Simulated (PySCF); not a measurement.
**Adding and removing an electron: SiO**

RHF-CCSD(T); PySCF, no relativity, basis sets Si def2-TZVPPD, O def2-TZVPPD. Neutral (RHF): singlet (closed shell), Re = 1.523 Å, ωe = 1221 cm⁻¹, De = 7.97 eV.

SiO⁺ (UHF): doublet (σ ↑), Re = 1.532 Å, ωe = 1132 cm⁻¹, De = 4.56 eV to Si⁺ + O. The energies at the minima are -364.19897 hartree for SiO and -363.77547 for SiO⁺.

Task: Work out the adiabatic ionisation energy, without and with harmonic zero-point energies (1 hartree = 27.2114 eV, 1 eV = 8065.5 cm⁻¹), and the change of the bond length.

Result: At CCSD(T): 0.42350 hartree = 11.524 eV between the minima; the zero-point term (1132.0 − 1221.0)/2 cm⁻¹ = -0.006 eV makes it 11.519 eV. Re changes by +0.9 pm against the neutral. The electron leaves a σ orbital, and the small change of length marks it as nearly non-bonding.

Correlated steps freeze 6 core orbitals. For an ion De counts to the pair picked by the measured ionisation energies or electron affinities, which need not be the lowest pair at this level. Where the molecule has an RHF reference, its open-shell atoms are computed with UHF. The CCSD T1 diagnostic is raised in SiO, SiO⁺, a sign that a single reference may not be enough there. States were picked by a PBE0 search and need not be the measured ground states.

Neutral and ion stand on different kinds of reference determinant, which adds to the error of the difference.
